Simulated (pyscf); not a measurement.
`[F][SiH]([F])[O][SiH3]` + `[H]` [doublet] -> `[F][Si]([F])[O][SiH3]` [doublet] + `[H][H]`, a hydrogen abstraction (doublet surface; H–Si broken, H–H formed). Optimised with ωB97X-D3(BJ)/def2-SVP in PySCF. Energies in kcal/mol from the separated reactants.

Small-basis levels: PySCF, no dispersion term, spherical d functions. AM1 to PM7: differences of heats of formation from MOPAC, which are fitted to 298 K values and so differ in kind from electronic energies by zero-point and thermal terms. Open shells are spin-unrestricted. 

| level | barrier | reaction energy |
|---|---|---|
| HF/6-31G* | 20.4 | +5.5 |
| MP2/6-31G* | 17.0 | +2.1 |
| PBE/6-31G* | 1.3 | -6.8 |
| B3LYP/STO-3G | -9.7 | -31.7 |
| M06-2X/6-31G* | 9.0 | -4.4 |
| B3LYP/6-311+G** | 3.0 | -8.6 |
| AM1 | -15.6 | -40.5 |
| PM6 | -21.0 | -27.3 |
| PM7 | -22.5 | -43.9 |
| ωB97M-D3(BJ)/def2-TZVP | 8.3 | -2.9 |

Against the last row the barrier runs from -30.8 (PM7) to +12.2 kcal/mol (HF/6-31G*). At B3LYP/STO-3G, AM1, PM6, PM7 this geometry lies under one side, so the entry may be no barrier of that level: it is a single point on another level's saddle. ωB97M-D3(BJ)/def2-TZVP has limits of its own. One saddle was located; it need not be the lowest between these sides. The angle at the transferred H is 179°.
